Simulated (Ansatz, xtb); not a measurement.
**Two isomers of FH5NP3**

We compare X, `NP(F)PP`, a singlet, with Y, `FP(P)NP`, a singlet. Both are isolated molecules in the gas phase, relaxed with PBE0-D3(BJ)/def2-SVP; the shapes shown needn't be the lowest conformers.

X (Å):

```xyz
10

F    -0.9883    0.5536   -1.4713
N     0.0416    0.0135   -3.8382
P    -0.3634    1.2788   -2.8165
P     1.6785    1.4864   -1.9223
P     0.9884    2.6763   -0.1524
H    -0.6364   -0.2670   -4.5389
H     0.6651   -0.7371   -3.5515
H     1.9903    2.6383   -2.7112
H     0.8853    1.5244    0.6833
H     2.3237    2.9575    0.2771
```

Y (Å):

```yaml
atoms:
  - { symbol: F, position_ang: [-0.0525, 1.0301, 0.4976] }
  - { symbol: N, position_ang: [0.3786, -0.0788, -1.8359] }
  - { symbol: P, position_ang: [-0.0211, -0.4389, -0.2311] }
  - { symbol: P, position_ang: [2.0681, -0.9150, 0.4048] }
  - { symbol: P, position_ang: [-0.7426, 0.0234, -3.1590] }
  - { symbol: H, position_ang: [-1.7822, 0.8135, -2.5691] }
  - { symbol: H, position_ang: [1.9273, -2.3041, 0.0989] }
  - { symbol: H, position_ang: [1.7179, -1.0920, 1.7777] }
  - { symbol: H, position_ang: [1.2907, 0.3277, -2.0389] }
  - { symbol: H, position_ang: [-1.4468, -1.1991, -2.9338] }
```

Quicker runs give these differences E(Y) − E(X): GFN2-xTB +0.074 eV; HF/STO-3G −0.065 eV (at GFN2-xTB geometries); r2SCAN-D4/def2-SVP +0.349 eV (at GFN2-xTB geometries).

Task: Estimate E(Y) − E(X) at the level CCSD(T)/def2-SVP + ΔMP2/def2-TZVPP.

Result: Calculated at CCSD(T)/def2-SVP + ΔMP2/def2-TZVPP: E(Y) − E(X) = +0.285 eV, so structure X lies lower.

The same difference at several levels:

```json
{"level": "GFN2-xTB", "geometry": "GFN2-xTB", "E(Y) − E(X) (eV)": "+0.074", "departure from the last row (eV)": "−0.211", "job, with rough time for the two": "optimisation, 0.4 s"}
{"level": "HF/STO-3G", "geometry": "GFN2-xTB", "E(Y) − E(X) (eV)": "−0.065", "departure from the last row (eV)": "−0.350", "job, with rough time for the two": "single point, 0.28 s"}
{"level": "r2SCAN-D4/def2-SVP", "geometry": "GFN2-xTB", "E(Y) − E(X) (eV)": "+0.349", "departure from the last row (eV)": "+0.064", "job, with rough time for the two": "single point, 2.2 s"}
{"level": "PBE0-D3(BJ)/def2-SVP", "geometry": "PBE0-D3(BJ)/def2-SVP", "E(Y) − E(X) (eV)": "+0.383", "departure from the last row (eV)": "+0.098", "job, with rough time for the two": "optimisation, 55 s"}
{"level": "HF/def2-SVP", "geometry": "PBE0-D3(BJ)/def2-SVP", "E(Y) − E(X) (eV)": "+0.156", "departure from the last row (eV)": "−0.129", "job, with rough time for the two": "part of the CCSD(T) run"}
{"level": "MP2/def2-SVP", "geometry": "PBE0-D3(BJ)/def2-SVP", "E(Y) − E(X) (eV)": "+0.267", "departure from the last row (eV)": "−0.018", "job, with rough time for the two": "part of the CCSD(T) run"}
{"level": "CCSD(T)/def2-SVP", "geometry": "PBE0-D3(BJ)/def2-SVP", "E(Y) − E(X) (eV)": "+0.248", "departure from the last row (eV)": "−0.037", "job, with rough time for the two": "single point"}
{"level": "CCSD(T)/def2-SVP + ΔMP2/def2-TZVPP", "geometry": "PBE0-D3(BJ)/def2-SVP", "E(Y) − E(X) (eV)": "+0.285", "departure from the last row (eV)": "", "job, with rough time for the two": "single point, 17 s"}
```

As drawn, Y has 1 N–P, 1 P–H in place of 1 P–P, 1 N–H.

HF/STO-3G puts the two in the other order. The largest departure from CCSD(T)/def2-SVP + ΔMP2/def2-TZVPP is that of HF/STO-3G, 0.350 eV. The last row adds to CCSD(T) the change of the MP2 difference between the two basis sets, here +0.037 eV.

With harmonic frequencies from PBE0-D3(BJ)/def2-SVP (ideal gas, rigid rotor, one conformer each, 298.15 K, 1 atm): the zero-point term adds −0.056 eV; ΔH is +0.228 and ΔG +0.226 eV.

The correlated steps freeze 17 core orbitals. Programs: Ansatz 0.2.0, xtb 6.7.1; the last row on 2 threads of Intel(R) Xeon(R) 6975P-C (Granite Rapids) on a shared host.
